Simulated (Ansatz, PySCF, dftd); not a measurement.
System: CCl$_{3}$, charge 0, doublet. CCl3 (SMILES [C](Cl)(Cl)Cl, doublet).
B3LYP-D3(BJ)/def2-TZVP minimum from Ansatz (an electronic-structure program):
```
C
Cl 1 1.7155
Cl 1 1.7155 2 117.13
Cl 1 1.7155 2 117.13 3 146.94
```
Charge 0, spin multiplicity 2.

Quantity: enthalpy of formation at 298 K (by atomisation, with ideal-gas terms from PySCF's Hessian at B3LYP-D3(BJ)/def2-TZVP and the atoms' measured values of the G2/97 table; no spin-orbit terms), in kJ/mol. Radicals and triplets start from unrestricted determinants; spin-orbit coupling is neglected. Correlated methods leave the cores frozen. Rows without X2C or -DK are non-relativistic. CBS(X,Y): correlation extrapolated as X^-3, Hartree-Fock from the larger set. A bracket is a step between two methods taken in the basis named. Functionals run without relativity, which enters their misses. Double hybrids freeze cores in their MP2 part. 'core' is core correlation in cc-pwCVTZ (1s frozen past Ne), 'X2C' scalar relativity in cc-pVTZ-DK, both at CCSD(T).

```tsv
level	program	enthalpy of formation at 298 K (kJ/mol)	difference against the last row
PBE-D3(BJ)/def2-TZVPD	Ansatz + dftd3	-39.1	-100.5
PBE-D4/def2-TZVPD	Ansatz + dftd4	-40.0	-101.4
PBE/def2-TZVPD	Ansatz	-26.8	-88.2
B3LYP/def2-TZVPD	Ansatz	97.3	35.9
PBE0-D3(BJ)/def2-TZVPD	Ansatz + dftd3	14.4	-47.0
wB97X-V/def2-TZVPD	Ansatz	52.8	-8.6
B2PLYP-D3(BJ)/def2-TZVPD	Ansatz + dftd3	76.2	14.8
MP2/cc-pV(Q+d)Z	Ansatz	22.1	-39.3
CCSD(T)/cc-pV(Q+d)Z	Ansatz	90.0	28.6
CCSD(T)/CBS(cc-pV(T+d)Z,cc-pV(Q+d)Z)	Ansatz	67.5	6.1
CCSD(T)/CBS(cc-pV(T+d)Z,cc-pV(Q+d)Z) + core + X2C	Ansatz	63.8	2.4
CCSDT(Q)/cc-pV(D+d)Z	Ansatz	193.6	132.2
CCSD(T)/CBS(cc-pV(T+d)Z,cc-pV(Q+d)Z) + [CCSDT(Q) - CCSD(T)]/cc-pV(D+d)Z + core + X2C	Ansatz	61.4	0.0
```
